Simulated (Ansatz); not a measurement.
GaGeH2 (H-bridged), doublet: the ladder up to UCCSDT(Q)

Geometry: displaced at random from a stationary point.

```xyz
4

Ge    0.0005    0.0040    1.1688
Ga   -0.0004   -0.0314   -1.1817
H     0.0476    1.4833    0.2216
H    -0.0552    0.3995   -2.7153
```

Basis cc-pVDZ; Ansatz 0.2.0. Only valence electrons are correlated (noble-gas cores and the filled d shells of p-block atoms frozen), which leaves 9 electrons in 36 orbitals. Prefix R: restricted or restricted open-shell reference; prefix U: unrestricted. Active spaces: valence = (9e, 10o) chosen from the atoms' valence shells. No spin–orbit coupling is included, and no scalar relativity.

Full CI isn't at hand for all of this; UCCSDT(Q) serves as the reference, and is uncertain by about the last step of the cluster series. The frozen core follows each run's orbitals, which can shift R against U totals by a few meV for light atoms and by up to 0.1 eV past Ca.

The UHF ⟨S²⟩ is 0.761 and the T1 diagnostic (RCCSD) is 0.0226. The largest doubles amplitude (RCCSD) is 0.077. The T1 diagnostic (UCCSD) is 0.0234.

```csv
level,E − E(RHF) (eV)
UHF,-0.0694
UMP2,-3.7201
UCCSD,-4.5944
UCCSD(T),-4.7700
```

Problem. Estimate how far UCCSDT(Q) in cc-pVDZ lies from UCCSD(T). The table doesn't fix it; the size of (T) and the diagnostics are the guide.

Solution. UCCSDT(Q) in cc-pVDZ lies 1.12 kcal/mol below UCCSD(T), which is 28 % of the (T) step (-4.05 kcal/mol). The diagnostics give no warning, yet the rest is a sizeable part of (T). The miss exceeds 1 kcal/mol.

The other levels:

```csv
level,E − E(UCCSDT(Q)) (kcal/mol),share of correlation (%),wall time
UCCSDT,0.26,99.76,–
```

The correlation energy at UCCSDT(Q), counted from RHF, is -4.819 eV. That run took 18 s on 1 thread of Intel Xeon Platinum 8488C, shared host.

Run but not shown, since their state or frozen core can't be matched to the reference's or they repeat it: RHF, RMP2, RCCSD, RCCSD(T), BCCD(T), RCCSDT, RCCSDT(Q), CASSCF (valence space), NEVPT2 (valence space), MRCISD (valence space), MRCISD+Q (valence space).

Times hold each run's SCF and search for its determinant on a shared host, so for small cases they say little of a method's own cost; they ran on 1 thread of Intel Xeon Platinum 8488C.

Natural occupations of CASSCF (valence space) about the gap: 1.983 1.972 1.944 1.930 0.990 0.059 0.039 0.035 0.031 0.016; effectively unpaired electrons, Σ n²(2−n)², 1.06.
